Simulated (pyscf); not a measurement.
Optimised with ωB97X-D3(BJ)/def2-SVP in PySCF.

Task: For the elementary gas-phase step `[O]=[Sn]([OH])[OH]` + `[H]` [doublet] → `[O]=[Sn][OH]` [doublet] + `[OH2]` (doublet surface; O–Sn broken, H–O formed), what barrier and reaction energy does ωB97M-D3(BJ)/def2-TZVP give, measured from the separated reactants?

Result: ΔE‡ = 0.35 eV, ΔE = -2.23 eV. Zero-point energy shifts the barrier by +0.02 eV. It is a substitution at O, with an imaginary mode of 1440i cm⁻¹. On the product side the descent ends in a complex (not fully relaxed), 0.27 eV under the separated species and 2.77 eV under the saddle at ωB97X-D3(BJ)/def2-TZVP. This is the saddle that the search found; another between the same sides may lie lower. The angle at the attacked O is 151°. Elements past Kr carry the def2 core potentials, without spin-orbit coupling.
